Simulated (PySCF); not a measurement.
# Simulated absorption spectrum

1,4-dioxane, C4H8O2.
Structure used (PBE0-D3(BJ)/def2-SVP), in Å, numbered top down from 1:
```xyz
14
C4H8O2 angstrom
C      0.4860    1.2797    0.2027
C      1.3484    0.0361    0.3086
O      0.5743   -1.0727    0.6917
C     -0.4860   -1.2797   -0.2070
C     -1.3484   -0.0361   -0.3128
O     -0.5743    1.0727   -0.6960
H      0.0925    1.5355    1.2084
H      1.0717    2.1345   -0.1678
H      1.8338   -0.1542   -0.6712
H      2.1372    0.1659    1.0650
H     -1.0717   -2.1345    0.1636
H     -0.0925   -1.5355   -1.2126
H     -2.1372   -0.1659   -1.0693
H     -1.8338    0.1542    0.6670
```

Method used: TDDFT CAM-B3LYP/def2-SVPD, vertical, gas phase, core orbitals frozen in the response in PySCF 2.14.0, density-fitted response routines.

Computed states:

```tsv
state	E (eV)	f
S1	7.01	0.0000
S2	7.46	0.088
S3	7.62	0.057
S4	7.78	0.0000
S5	7.86	0.021
S6	8.52	0.037
S7	8.54	0.0000
S8	8.57	0.0000
S9	8.73	0.0000
S10	8.81	0.0000
```

Broadening: Gaussians 0.5 eV wide at half height, area fixed by f = 4.319×10⁻⁹ ∫ε dν̃. The width is an assumption, not a result. The curve ends short of the highest state used, and states not computed would add to its high-energy end.

Question: What does the envelope look like, and where are its maxima?

Answer: 
| E (eV) | ε (L mol⁻¹ cm⁻¹) |
| --- | --- |
| 6.26 | 0 |
| 6.32 | 0 |
| 6.39 | 0 |
| 6.46 | 0 |
| 6.53 | 0 |
| 6.59 | 1 |
| 6.66 | 4 |
| 6.73 | 13 |
| 6.79 | 34 |
| 6.86 | 91 |
| 6.93 | 223 |
| 7.00 | 492 |
| 7.06 | 891 |
| 7.13 | 1622 |
| 7.20 | 2669 |
| 7.27 | 3976 |
| 7.33 | 5180 |
| 7.40 | 6460 |
| 7.47 | 7352 |
| 7.53 | 7662 |
| 7.60 | 7447 |
| 7.67 | 6701 |
| 7.74 | 5623 |
| 7.80 | 4603 |
| 7.87 | 3464 |
| 7.94 | 2493 |
| 8.00 | 1843 |
| 8.07 | 1321 |
| 8.14 | 1058 |
| 8.21 | 1040 |

Maxima: 164 nm (7.54 eV), ε about 7700, made up of S2 (58%) and S3 (37%) (ε in L mol⁻¹ cm⁻¹; maxima over ε = 5, shares over 10%). At its high-energy end, 8.21 eV, the curve is still rising (ε about 1000, from S5 and S6).

Question: Coming from long wavelengths, where does ε first pass 100 L mol⁻¹ cm⁻¹?

Answer: At about 181 nm (6.87 eV), 0.14 eV below S1.

Question: What would ε be at 7.54 eV, the highest of these maxima, with half the width (0.25 eV)?

Answer: About 11900 L mol⁻¹ cm⁻¹ against 7670, a factor of about 1.5; a lone state at its own centre would give exactly 2.

The vertical ionisation energy (ΔSCF) is 9.34 eV, 0.53 eV above S10.

Time: 38 s of wall time; peak memory 0.99 GiB. Hardware: Intel Xeon 6975P-C, one thread, no GPU, shared host with 192 logical CPUs at a one-minute load of 93.

One conformer stands for the species.
